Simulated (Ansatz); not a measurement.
```yaml
crystal:
  periodic: [false, false, false]
  atoms:
    - {symbol: S, position_ang: [-1.587297, -0.493181, -0.003291]}
    - {symbol: Ga, position_ang: [0.649775, -0.220898, -0.001090]}
    - {symbol: S, position_ang: [2.738097, -0.110789, 0.000451]}
    - {symbol: H, position_ang: [-1.800575, 0.824868, 0.003930]}
basis:
  gaussian: {orbitals: def2-TZVP}
hamiltonian: {xc: pbe0}
relax: {f_tol: 0.004, max_steps: 80}
```

```sh
$ ansatz run in.yaml --threads 1 --pin off --events-out ev --progress --plain --max-ram 2176MiB
```

Steps of the relaxation (energy above the last step; positions in Å, forces in eV/Å):

```
4
step 1, 124.3 meV
S    -1.587   -0.493   -0.003    1.071   -0.142   -0.001
Ga    0.650   -0.221   -0.001    0.651   -0.097    0.000
S     2.738   -0.111    0.000   -1.692   -0.053   -0.001
H    -1.801    0.825    0.004   -0.029    0.292    0.002
```

```
4
step 2, 4.0 meV
S    -1.534   -0.498   -0.003    0.287   -0.052    0.000
Ga    0.636   -0.237   -0.001   -0.395   -0.104   -0.001
S     2.636   -0.094    0.000    0.140    0.038    0.000
H    -1.738    0.828    0.004   -0.032    0.118    0.001
```

```
4
step 3, 0.5 meV
S    -1.524   -0.494   -0.003   -0.014   -0.045    0.000
Ga    0.631   -0.253   -0.001   -0.022    0.004    0.000
S     2.635   -0.087    0.001    0.009    0.008    0.000
H    -1.742    0.833    0.004    0.027    0.033    0.000
```

```
4
step 6, 0.0 meV
S    -1.530   -0.497   -0.003   -0.002   -0.002    0.000
Ga    0.625   -0.262   -0.001    0.004   -0.001    0.000
S     2.627   -0.077    0.001   -0.001    0.000    0.000
H    -1.722    0.836    0.004    0.000    0.003    0.000
```

Close pairs at the end: S1–H4 1.346 Å, Ga2–S3 2.011 Å, S1–Ga2 2.168 Å.

A stationary point of restricted PBE0 after 6 steps (its stability towards spin polarisation wasn't tested); no frequencies were run, so it isn't proven a minimum. 38 s on 1 thread of Arm Neoverse V1, shared host.
